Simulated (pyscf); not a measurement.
PySCF, gas phase, ωB97X-D3(BJ)/def2-SVP geometries.

Q: For the elementary gas-phase step F–CH₂–F + SiH₃• → F–CH•–F + SiH₄ (doublet surface; C–H broken, H–Si formed), what barrier and reaction energy does ωB97X-D3(BJ)/def2-TZVP give, measured from the separated reactants?

A: ΔE‡ = 17.9 kcal/mol, ΔE = +9.4 kcal/mol. ωB97M-D3(BJ)/def2-TZVP gives 19.6 kcal/mol and +10.5 kcal/mol. Zero-point energy shifts the barrier by -3.2 kcal/mol. It is a hydrogen abstraction, with an imaginary mode of 1263i cm⁻¹. This is the saddle that the search found; another between the same sides may lie lower. The angle at the transferred H is 167°.
